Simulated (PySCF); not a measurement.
**CH4OSi**

CH4OSi is a carbene (divalent C1, bonded to 1 O + 1 H), neutral, singlet. The structure, one conformer, was relaxed in the gas phase by PBE0-D3(BJ)/def2-SVP. No frequency run checks that it is a minimum.

The lowest triplet lies only 0.94 eV up at this geometry (Tamm-Dancoff CAM-B3LYP/def2-SVPD) and falls further when it relaxes, so it may lie near or below this singlet. Shieldings at and next to the centre that carries it rest on this small gap and are unreliable.

SMILES: [CH]O[SiH3]

```xyz
7

C     0.841   -0.685   -1.633
O    -0.034   -0.862   -0.686
Si   -0.450    0.117    0.673
H     1.344    0.318   -1.423
H    -1.898    0.424    0.556
H     0.399    1.343    0.601
H    -0.173   -0.690    1.888
```
Atom numbers follow the order of the file, from 1.

Shieldings: GIAO PBE0/pcSseg-2. Shifts are against computed references at the same level: C TMS (σ 184.1 ppm), H TMS (σ 31.24 ppm), Si TMS (σ 341.3 ppm). Core levels by delta-SCF with SCAN, pcX-2 on the ionised atom and pcseg-1 elsewhere, spin-free X2C (2p3/2 is the spin-free 2p value less a third of a first-order spin-orbit splitting); from the vacuum level, for chosen atoms.

(1) Give the NMR and core-level values of the distinct atoms.

(2) By CAM-B3LYP/def2-SVPD (TDDFT singlets, Tamm-Dancoff triplets, ionisation by delta-SCF), where does absorption start, and what does vertical ionisation take?

Results:

(1) 
| atoms | bonded to | σ (ppm) | δ (ppm) | core level (eV) |
| --- | --- | --- | --- | --- |
| C1 | 1 O + 1 H | -451.4 | 635.5 | - |
| O2 | 1 C + 1 Si | -264.1 | - | 1s 539.99 |
| Si3 | 1 O + 3 H | 344.9 | -3.6 | 2p3/2 108.29 |
| H4 | 1 C | 11.98 | 19.27 | - |
| H5 H6 H7 | 1 Si | 25.95 | 5.30 | - |

Values are those of this one static structure, with the three H of a rotating XH3 group averaged; atoms that internal rotation interchanges would show their mean in an NMR spectrum.

Core levels of C1 are left out, their hole states being strongly spin-contaminated.

(2) The lowest singlet lies at 2.35 eV (f 0.005), the strongest of the first 6 at 6.02 eV (f 0.074), the lowest triplet at 0.94 eV; vertical ionisation takes 8.65 eV.
